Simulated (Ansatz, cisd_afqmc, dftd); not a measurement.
Reaction: CH6SSi (methylsulfanylsilane, SMILES CS[SiH3]) → SiH3 (SMILES [SiH3], doublet) + CH3S (SMILES C[S], doublet) (the S-Si bond breaks)
Each species at its own B3LYP-D3(BJ)/def2-TZVP minimum (Ansatz, a program for electronic structure).

Property: bond dissociation energy (electronic), in kJ/mol. Open shells are spin-unrestricted; no spin-orbit coupling. Cores are frozen in correlated methods. Rows without X2C or -DK are non-relativistic. AFQMC/CISD: phaseless, guided by CISD from CCSD amplitudes; bars are statistical, one sigma. Outlying blocks are dropped, and bars are widened where a walk drifts. Over all cases where full CI ran beside it in this data, AFQMC minus full CI had a median of +0.1 mEh and passed +0.4 mEh in a tenth of the cases. CBS(X,Y): correlation extrapolated as X^-3, Hartree-Fock from the larger set. A bracket is a step between two methods taken in the basis named. Functionals run without relativity, which enters their misses. 'core' is core correlation in cc-pwCVTZ (1s frozen past Ne), 'X2C' scalar relativity in cc-pVTZ-DK, both at CCSD(T).

```csv
level,program,bond dissociation energy (kJ/mol)
r2SCAN/def2-TZVPD,Ansatz,345.0
B3LYP-D4/def2-TZVPD,Ansatz + dftd4,347.2
B3LYP/def2-TZVPD,Ansatz,333.6
PBE0/def2-TZVPD,Ansatz,…
r2SCANh/def2-TZVPD,Ansatz,343.9
CCSD/cc-pV(T+d)Z,Ansatz,…
"CCSD/CBS(cc-pV(T+d)Z,cc-pV(Q+d)Z)",Ansatz,358.8
CCSDT(Q)/cc-pV(D+d)Z,Ansatz,330.2
AFQMC/CISD/cc-pV(D+d)Z,cisd_afqmc,330.3 ± 1.2
"CCSD(T)/CBS(cc-pV(T+d)Z,cc-pV(Q+d)Z) + [CCSDT(Q) - CCSD(T)]/cc-pV(D+d)Z + core + X2C",Ansatz,…
```

Task: Complete the blanks.

Result: 
- PBE0/def2-TZVPD, bond dissociation energy (kJ/mol): 348.5
- CCSD/cc-pV(T+d)Z, bond dissociation energy (kJ/mol): 343.3
- CCSD(T)/CBS(cc-pV(T+d)Z,cc-pV(Q+d)Z) + [CCSDT(Q) - CCSD(T)]/cc-pV(D+d)Z + core + X2C, bond dissociation energy (kJ/mol): 370.5
